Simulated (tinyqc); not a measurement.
Worked calculation: ROHF in the sto-3g basis, for OH+, spin multiplicity 3. One step of it, computed by the program tinyqc.

Task: Iteration 3: Roothaan effective Fock matrix. With projectors Pc = D(beta) S, Po = (D(alpha) - D(beta)) S, Pv = 1 - D(alpha) S, the block xy is Px^T F Py; with Fc = (F(alpha) + F(beta))/2, the blocks are Fc for cc, oo, vv and cv, F(beta) for co and F(alpha) for ov.

F(alpha) (hartree):
```
             1O 1s      1O 2s     1O 2px     1O 2py     1O 2pz      2H 1s
1O 1s   -21.074557  -5.372579   0.000000   0.000000  -0.011660  -0.406047
1O 2s    -5.372579  -3.114789   0.000000   0.000000  -0.045434  -0.568164
1O 2px    0.000000   0.000000  -1.117191   0.000000   0.000000   0.000000
1O 2py    0.000000   0.000000   0.000000  -1.117191   0.000000   0.000000
1O 2pz   -0.011660  -0.045434   0.000000   0.000000  -0.924839  -0.458031
2H 1s    -0.406047  -0.568164   0.000000   0.000000  -0.458031  -0.576960
```

F(beta) (hartree):
```
             1O 1s      1O 2s     1O 2px     1O 2py     1O 2pz      2H 1s
1O 1s   -21.025602  -5.296962   0.000000   0.000000  -0.011660  -0.398822
1O 2s    -5.296962  -2.753752   0.000000   0.000000  -0.045434  -0.523412
1O 2px    0.000000   0.000000  -0.189588   0.000000   0.000000   0.000000
1O 2py    0.000000   0.000000   0.000000  -0.189588   0.000000   0.000000
1O 2pz   -0.011660  -0.045434   0.000000   0.000000  -0.829951  -0.448818
2H 1s    -0.398822  -0.523412   0.000000   0.000000  -0.448818  -0.568803
```

D(alpha) after iteration 2:
```
            1O 1s      1O 2s    1O 2px    1O 2py     1O 2pz      2H 1s
1O 1s    1.058425  -0.246992  0.000000  0.000000   0.020900  -0.006866
1O 2s   -0.246992   1.046860  0.000000  0.000000  -0.105434   0.002998
1O 2px   0.000000   0.000000  1.000000  0.000000   0.000000   0.000000
1O 2py   0.000000   0.000000  0.000000  1.000000   0.000000   0.000000
1O 2pz   0.020900  -0.105434  0.000000  0.000000   0.688126   0.343276
2H 1s   -0.006866   0.002998  0.000000  0.000000   0.343276   0.174261
```

D(beta) after iteration 2:
```
            1O 1s      1O 2s    1O 2px    1O 2py     1O 2pz      2H 1s
1O 1s    1.058425  -0.246992  0.000000  0.000000   0.020900  -0.006866
1O 2s   -0.246992   1.046860  0.000000  0.000000  -0.105434   0.002998
1O 2px   0.000000   0.000000  0.000000  0.000000   0.000000   0.000000
1O 2py   0.000000   0.000000  0.000000  0.000000   0.000000   0.000000
1O 2pz   0.020900  -0.105434  0.000000  0.000000   0.688126   0.343276
2H 1s   -0.006866   0.002998  0.000000  0.000000   0.343276   0.174261
```

overlap S:
```
           1O 1s     1O 2s    1O 2px    1O 2py    1O 2pz     2H 1s
1O 1s   1.000000  0.236704  0.000000  0.000000  0.000000  0.017476
1O 2s   0.236704  1.000000  0.000000  0.000000  0.000000  0.220388
1O 2px  0.000000  0.000000  1.000000  0.000000  0.000000  0.000000
1O 2py  0.000000  0.000000  0.000000  1.000000  0.000000  0.000000
1O 2pz  0.000000  0.000000  0.000000  0.000000  1.000000  0.215823
2H 1s   0.017476  0.220388  0.000000  0.000000  0.215823  1.000000
```

Give: effective F.

Result:

effective F (hartree):
```
           1O 1s    1O 2s   1O 2px   1O 2py   1O 2pz    2H 1s
1O 1s   -21.0501  -5.3348   0.0000   0.0000  -0.0117  -0.4024
1O 2s    -5.3348  -2.9343   0.0000   0.0000  -0.0454  -0.5458
1O 2px    0.0000   0.0000  -0.6534   0.0000   0.0000   0.0000
1O 2py    0.0000   0.0000   0.0000  -0.6534   0.0000   0.0000
1O 2pz   -0.0117  -0.0454   0.0000   0.0000  -0.8774  -0.4534
2H 1s    -0.4024  -0.5458   0.0000   0.0000  -0.4534  -0.5729
```
